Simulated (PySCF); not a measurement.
Basis-set dependence of excited states

Cyclopropylamine, C3H7N.
Structure used (PBE0-D3(BJ)/def2-SVP), in Å, numbered top down from 1:
```
atom  x, y, z in Å
N1     1.3553    0.4718    0.7828
C2     0.3519    0.4543   -0.2369
C3    -1.0819    0.2859    0.1378
C4    -0.3893   -0.7900   -0.6581
H5     1.0466   -0.0476    1.6013
H6     2.2062    0.0189    0.4537
H7     0.5515    1.1783   -1.0362
H8    -1.8355    0.9064   -0.3538
H9    -1.3051    0.0757    1.1889
H10   -0.6603   -0.9182   -1.7101
H11   -0.1415   -1.7209   -0.1386
```

TDDFT with PBE0 (PySCF), vertical singlets, core orbitals frozen in the response, spherical d and f functions. Isolated species at its PBE0-D3(BJ)/def2-SVP geometry (one conformer only).

```csv
basis,functions,diffuse,S1 (eV),S2 (eV),S3 (eV),S4 (eV),S5 (eV),LUMO (eV),α (au)
6-31G*,70,no,7.38,7.80,8.42,8.87,9.47,2.83,36.5
6-31+G*,86,yes,5.75,6.20,6.51,6.60,7.31,0.58,42.2
def2-SVP,91,no,6.79,7.19,7.77,8.36,8.85,2.01,37.7
def2-SVPD,136,yes,6.15,6.81,6.97,7.20,7.96,0.90,44.7
aug-cc-pVDZ,155,yes,5.41,5.89,6.05,6.26,6.85,-0.01,46.4
def2-TZVP,166,no,6.37,6.96,7.31,7.78,8.35,1.34,43.3
def2-TZVPD,211,yes,5.79,6.34,6.50,6.71,7.48,0.48,46.1
```

**Question.** Compare the sets with the largest diffuse one.

**Answer.** States are compared by their number. Against the largest diffuse basis here (def2-TZVPD, itself not a converged limit), sets without diffuse functions differ by up to 1.60 eV in S1 and 2.00 eV in S5; the smaller diffuse sets differ by up to 0.37 and 0.62 eV. State by state, the largest deviation of a set without diffuse functions is S1 1.60, S2 1.46, S3 1.91, S4 2.16, S5 2.00 eV. The same number needn't mean the same state in each row. Against def2-TZVPD the polarisability deviates by -21% in 6-31G*, -8% in 6-31+G*, -18% in def2-SVP, -3% in def2-SVPD, +1% in aug-cc-pVDZ, -6% in def2-TZVP. A single + in a Pople set puts diffuse functions on heavy atoms only.
